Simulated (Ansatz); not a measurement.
## Ansatz (development build ahead of 0.2.0) run

```yaml
crystal:
  periodic: [false, false, false]
  atoms:
    - { symbol: C, position_ang: [0.01999, -0.04456, -0.43115] }
    - { symbol: C, position_ang: [-0.00871, 1.2566, 0.15468] }
    - { symbol: C, position_ang: [-0.0216, -1.25711, 0.16009] }
    - { symbol: H, position_ang: [-0.02084, 0.01683, -1.58109] }
    - { symbol: H, position_ang: [0.02503, 2.12118, -0.37455] }
    - { symbol: H, position_ang: [0.0076, 1.25561, 1.31245] }
    - { symbol: H, position_ang: [0.00857, -2.19995, -0.33529] }
    - { symbol: H, position_ang: [-0.00884, -1.25452, 1.26581] }
basis:
  gaussian: { orbitals: "6-31G" }
magnetization:
  spin_polarized: true
  initial_magnetization: 1
hamiltonian:
  xc: hf
```

The input is written out in the form of the current development build from the run's settings.

The run gave:

```
Converged                       : yes
Total energy                    : -116.41241 hartree
Spin squared of the determinant : 0.975
```

Caution: the unrestricted determinant is spin contaminated.
